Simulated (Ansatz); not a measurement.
# AlH6OSi: the cost of one run

Computed with Ansatz 0.2.0, Gaussian basis. Level: SPW92/def2-TZVP.

### Step 1. The starting structure

The start, displaced at random: SMILES `[AlH2][OH+][SiH3]`, 9 atoms, charge 1, spin multiplicity 1.

Atoms are counted from 1 here; the program's logs count them from 0.

Bond lengths: Al1–O2 1.650 Å, Al1–H4 1.487 Å, Al1–H5 1.576 Å, O2–Si3 1.791 Å, O2–H6 1.077 Å, Si3–H7 1.480 Å, Si3–H8 1.526 Å, Si3–H9 1.480 Å. Angles: O2–Al1–H4 119.3°, O2–Al1–H5 118.9°, H4–Al1–H5 121.5°, Al1–O2–Si3 133.0°, Al1–O2–H6 103.5°, Si3–O2–H6 123.5°, O2–Si3–H7 94.4°, O2–Si3–H8 103.2°, O2–Si3–H9 100.8°, H7–Si3–H8 117.8°, H7–Si3–H9 120.0°, H8–Si3–H9 114.3°.

Coordinates:

```xyz
9
AlH6OSi
Al   -0.4971   -0.2328   -1.4957
O     0.4575   -0.1987   -0.1505
Si    0.1408    0.2254    1.5601
H    -1.8921    0.2757   -1.4123
H     0.1387   -0.6749   -2.8683
H     1.4259   -0.4891   -0.5219
H     1.2770    1.1692    1.6542
H     0.2674   -1.1140    2.2813
H    -1.2444    0.7396    1.4678
```

### Step 2. The relaxation

Contents of run/in.yaml:

```yaml
crystal:
  periodic: [false, false, false]
  atoms:
    - {symbol: Al, position_ang: [-0.497084, -0.232802, -1.495667]}
    - {symbol: O, position_ang: [0.457509, -0.198739, -0.150470]}
    - {symbol: Si, position_ang: [0.140807, 0.225370, 1.560102]}
    - {symbol: H, position_ang: [-1.892086, 0.275718, -1.412312]}
    - {symbol: H, position_ang: [0.138673, -0.674927, -2.868297]}
    - {symbol: H, position_ang: [1.425945, -0.489051, -0.521912]}
    - {symbol: H, position_ang: [1.276998, 1.169217, 1.654209]}
    - {symbol: H, position_ang: [0.267386, -1.114032, 2.281321]}
    - {symbol: H, position_ang: [-1.244392, 0.739641, 1.467841]}
basis:
  gaussian: {orbitals: def2-TZVP}
total_charge: 1
hamiltonian: {xc: lda}
relax: {f_tol: 0.2, max_steps: 5, max_displacement: 0.5}
```

Run with:

```
ansatz run in.yaml --threads 2 --pin off --events-out ev --progress --plain --max-ram 3481MiB
```

**Question.** How long does this run take on 2 threads of Intel Xeon at 2.50GHz, shared host?

About 15 s.
